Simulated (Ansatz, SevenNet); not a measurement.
Elastic constant C11 (GPa) of solids drawn from the class of carbides, at two levels: the machine-learned potential SevenNet-l3i5 (trained on PBE and PBE+U data), and PBE in Ansatz (PAW).

| solid | SevenNet-l3i5 | PBE | shift (%) |
|---|---|---|---|
| rock-salt NbC | 647 | 657 | +1.5 |
| rock-salt TiC | 487 | 511 | +4.9 |
| antifluorite Be₂C | 453 | 572 | +26 |
| hexagonal WC | 582 | 702 | +21 |
| rock-salt ZrC | 453 | 458 | +1.1 |
| rock-salt HfC | 498 | 497 | -0.2 |
| rock-salt TaC | 652 | 719 | +10.3 |

The shifts run from -0.2 % to +26 %, with a median of +4.9 %.

Of 7 rows, PBE is the larger in 6 and the smaller in 1.

Ansatz's runs of these crystals have no spin polarisation.

Spin–orbit coupling is left out, also for the solids with elements from indium on (hexagonal WC, rock-salt HfC, rock-salt TaC); its size isn't shown.

Each level is taken at its own relaxed cell. Ansatz's density-functional and Hartree–Fock values are scalar-relativistic unless marked +SOC, with PAW data made under PBE.

Ansatz is a program for electronic structure.
